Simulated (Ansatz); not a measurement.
Geometry optimisation, RKS PBE-D4/def2-SVP in Ansatz.

Input:

```yaml
crystal:
  periodic: [false, false, false]
  atoms:
    - { symbol: Al, position_ang: [-0.071044, -0.533567, -0.548689] }
    - { symbol: C, position_ang: [-0.031499, -0.241488, 2.603928] }
    - { symbol: H, position_ang: [-1.007471, -0.243364, 3.126701] }
    - { symbol: H, position_ang: [0.758299, -0.636469, 3.272666] }
    - { symbol: H, position_ang: [0.228959, 0.794134, 2.298262] }
    - { symbol: Cl, position_ang: [1.840765, 0.205611, -1.101451] }
    - { symbol: H, position_ang: [-1.332444, 0.376374, -0.875169] }
    - { symbol: H, position_ang: [-0.136968, -1.93707, 0.14871] }
    - { symbol: H, position_ang: [-0.096596, -0.927861, 1.72574] }
basis:
  gaussian: { orbitals: def2-SVP }
hamiltonian:
  xc: pbe
  dispersion: d4
relax:
  f_tol: 0.03
  max_steps: 50
```

Command:

```bash
$ ansatz run input.yaml --threads 1 --pin off --max-ram 2048MiB --backend cpu --events-out ev --progress --plain --runs-dir out
```

Where does it end, and by what steps?

It converged. After 14 steps the energy has fallen by 0.182 eV; H5 moved furthest, 0.79 Å.

```csv
step,energy less start (eV),largest force component (eV/Å),accepted
0,0.0000,0.440,yes
1,-0.0687,0.162,yes
2,-0.1133,0.154,yes
3,-0.1367,0.318,yes
4,-0.1538,0.212,yes
5,-0.1637,0.183,yes
6,-0.1676,0.152,yes
7,-0.1709,0.115,yes
8,-0.1735,0.170,yes
9,-0.1765,0.115,yes
10,-0.1791,0.076,yes
11,-0.1802,0.125,yes
12,-0.1811,0.066,yes
13,-0.1807,0.063,no
14,-0.1817,0.025,yes
```

```xyz
9
Properties=species:S:1:pos:R:3
Al -0.083 -0.536 -0.294
C -0.017 -0.257 2.450
H -0.894 0.347 2.740
H 0.578 -0.544 3.337
H 0.648 0.345 1.794
Cl 1.694 0.548 -0.776
H -1.448 0.281 -0.284
H 0.031 -2.124 -0.291
H -0.357 -1.203 1.975
```

Whether the end is a true minimum wasn't checked by a vibrational analysis.

Run time: 39 s on 1 thread of Arm Neoverse V1, with other jobs on the host, peak memory 0.14 GiB.
